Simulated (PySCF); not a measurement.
# How well do the runs reproduce experiment for CHFO?

**What was measured.**

From NIST CCCBDB Release 22 (SRD 101), experimental dipoles, for the gas: dipole moment 2.081 D.

The results are set against them at the end.

CHFO.
SMILES with atom numbers: `[O:1]=[CH:2][F:3]` (hydrogens: H4 on C2)

Structure used (PBE0-D3(BJ)/def2-SVP), in Å, numbered top down from 1:
```
atom  x, y, z in Å
O1    -0.8891   -0.8513   -0.0016
C2    -0.0768    0.0009   -0.0050
F3     1.2298   -0.2395   -0.0114
H4    -0.2532    1.0949   -0.0044
```

Runs made with PySCF (gas phase, on this PBE0-D3(BJ)/def2-SVP geometry; no spin–orbit coupling):

```json
{"level": "PBE0-D3(BJ)/def2-SVP, grid level 1", "job": "geometry optimisation from a GFN2-xTB start", "basis functions": "47", "wall time": "1.8 s"}
```

Hardware: one thread of an AMD EPYC 9R45 (shared host).

Results beside the measurements:

**Dipole moment.** Measured: 2.081 D (NIST CCCBDB Release 22 (SRD 101), experimental dipoles).

```json
{"level": "PBE0-D3(BJ)/def2-SVP", "computed (D)": "2.011", "computed − measured (D)": "-0.070", "% (from the printed values)": "-3"}
```

The computed dipoles belong to one fixed geometry; measured ones are averaged over vibrations unless marked μe. Magnitudes are compared, not signs.

No measured geometry was used, and the causes of the misses weren't examined.
